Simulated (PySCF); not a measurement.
Shieldings and the share of exact exchange

Molecule: `FC1=CCC1`, C$_{4}$H$_{5}$F.

Structure with atom numbers: `[F:1][C:2]1=[CH:3][CH2:4][CH2:5]1` (H(Xn): hydrogen on atom n).

GIAO shieldings (ppm, equivalent atoms averaged) in PySCF on the PBE0-D3(BJ)/def2-SVP geometry, basis pcSseg-2, gas phase, non-relativistic:

| functional | exact exchange (%) | σ(F1) | σ(C5) | σ(C4) |
| --- | --- | --- | --- | --- |
| BLYP | 0 | 237.0 | 137.8 | 152.9 |
| BP86 | 0 | 236.1 | 142.2 | 157.4 |
| PBE | 0 | 233.9 | 142.6 | 158.0 |
| B3LYP | 20 | 254.4 | 143.2 | 158.0 |
| mPW1PW91 | 25 | 256.2 | 148.0 | 162.7 |
| BHandHLYP | 50 | 277.3 | 150.1 | 164.3 |
| HF | 100 | 308.5 | 160.3 | 173.2 |

(1) Fit each shielding as a line in the percentage of exact exchange.

(2) What does the line predict for PBE0 (25 %), and what does the run give?

## Answers

(1) σ(F1) = 237.1 + 0.74 x (rms 2.2 ppm); σ(C5) = 140.9 + 0.19 x (rms 1.8 ppm); σ(C4) = 156.2 + 0.17 x (rms 1.8 ppm). The functionals also differ in their semilocal parts, which the line can't hold; Hartree–Fock has no correlation at all.

(2) σ(F1): 255.6 predicted, 255.1 computed; σ(C5): 145.7 predicted, 148.8 computed; σ(C4): 160.4 predicted, 163.6 computed ppm.
